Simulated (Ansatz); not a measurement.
# Which isomer of C3HF3 gives these data?

These gas-phase data were calculated for one isomer of C3HF3 at B3LYP/6-31G* (harmonic, unscaled wavenumbers; equilibrium rotational constants with average atomic masses):

* rotational constants: 5.617, 2.862, 2.862 GHz
* all wavenumbers above 1500 cm⁻¹: 3493, 2267

Candidates:

(1) `FC=C=C(F)F`, a singlet
(2) `FC1=CC1(F)F`, a singlet
(3) `C#CC(F)(F)F`, a singlet

Task: Which candidate do the data belong to?

Result: Candidate (3). The band at 3493 cm⁻¹ lies where the ≡C–H stretch is expected; (1) has no mode between 3300 and 3560 cm⁻¹. The band at 2267 cm⁻¹ lies where the C≡C stretch is expected; (2) has no mode between 2050 and 2400 cm⁻¹.

The same quantities for all candidates:

```
     rotational constants (GHz)  wavenumbers above 1500 cm⁻¹  E above the lowest, B3LYP/6-31G* (kcal/mol)
(1)         9.158, 1.731, 1.549             3200, 2131, 1536                                         11.1
(2)         6.356, 2.664, 2.523                   3304, 1859                                         22.1
(3)         5.617, 2.862, 2.862                   3493, 2267                                          0.0
```

Harmonic stretches to hydrogen usually lie a few per cent above observed fundamentals. Programs: Ansatz 0.2.0.
